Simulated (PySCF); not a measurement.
Adding and removing an electron: LiO

UHF; basis Li aug-cc-pVDZ, O aug-cc-pVDZ; no relativity; PySCF 2.14. Neutral (UHF): doublet (π ↑), Re = 1.698 Å, ωe = 839 cm⁻¹, De = 1.78 eV, HOMO -9.47 eV, LUMO -0.33 eV.

LiO⁺ (UHF): triplet (π ↑↑), Re = 2.088 Å, ωe = 362 cm⁻¹, De = 0.49 eV to Li⁺ + O. The energies at the minima are -82.29461 hartree for LiO and -82.05058 for LiO⁺.

**Question.** Work out the adiabatic ionisation energy, without and with harmonic zero-point energies (1 hartree = 27.2114 eV, 1 eV = 8065.5 cm⁻¹), and the change of the bond length.

**Answer.** At UHF: 0.24403 hartree = 6.640 eV between the minima; the zero-point term (362.0 − 839.0)/2 cm⁻¹ = -0.030 eV makes it 6.611 eV. Re changes by +39.0 pm against the neutral. The electron leaves a π orbital, and the ion is left as a loose complex of an ion and an atom.

For an ion De counts to the pair picked by the measured ionisation energies or electron affinities, which need not be the lowest pair at this level. Hartree–Fock leaves out correlation, which carries a large part of most bond energies and some tenths to 1 eV of ionisation energies. States were picked by a PBE0 search and need not be the measured ground states.
